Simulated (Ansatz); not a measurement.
Process, species as SMILES: Cl[C]Cl (closed-shell singlet) + 3 [H][H] (H2) → C (CH4) + 2 Cl (HCl)
B3LYP-D3(BJ)/def2-TZVP geometries, fixed; electronic energies without zero-point terms.

Basis-set convergence of the energy of full hydrogenation at B2PLYP with Ansatz (an electronic-structure program). Cartesian d functions, on some or all atoms, in 6-31+G*, 6-311+G**; all else is spherical. Cores are frozen. A restricted B2PLYP determinant is unstable towards unrestricted orbitals. No added dispersion term, no relativity. Functions are those of the species that has most. Reference: the value in pcseg-4, -130.26 kcal/mol, itself unsure by roughly 0.13 kcal/mol (its mean distance from aug-pcseg-3, aug-cc-pV(Q+d)Z, cc-pV(5+d)Z). Deviations are taken from unrounded values. Cost is core time over that of 6-311++G(3df,3pd), rough, on shared machines of one kind; a dash marks a row that isn't timed (too short, read off another run, short of memory, by another algorithm or on other hardware).

| basis | functions | energy of full hydrogenation (kcal/mol) | minus reference (kcal/mol) | cost |
|---|---|---|---|---|
| 6-31+G* | 65 | -125.39 | 4.87 | - |
| def2-SVPD | 74 | -141.72 | -11.46 | - |
| 6-311+G** | 84 | -131.89 | -1.63 | 0.6× |
| aug-cc-pV(D+d)Z | 87 | -133.14 | -2.88 | 0.8× |
| 6-311++G(2d,2p) | 97 | -132.57 | -2.31 | 0.9× |
| def2-TZVPD | 129 | -128.63 | 1.63 | 0.9× |
| 6-311++G(3df,3pd) | 133 | -131.18 | -0.92 | 1× |
| jun-cc-pV(T+d)Z | 135 | -130.78 | -0.52 | 1× |
| def2-TZVPPD | 139 | -130.97 | -0.71 | 1× |
| aug-cc-pV(T+d)Z | 156 | -130.78 | -0.52 | 1× |
| def2-QZVPPD | 221 | -130.35 | -0.09 | 3× |
| aug-cc-pV(Q+d)Z | 264 | -130.21 | 0.05 | 4× |

The smallest set listed that lies within 4 kcal/mol of the reference with all its larger relatives (same family, alike in diffuse functions; a set with none counts only in the reference's own line) is 6-311+G** (84 functions, 0.6× in cost, -1.63 kcal/mol off).
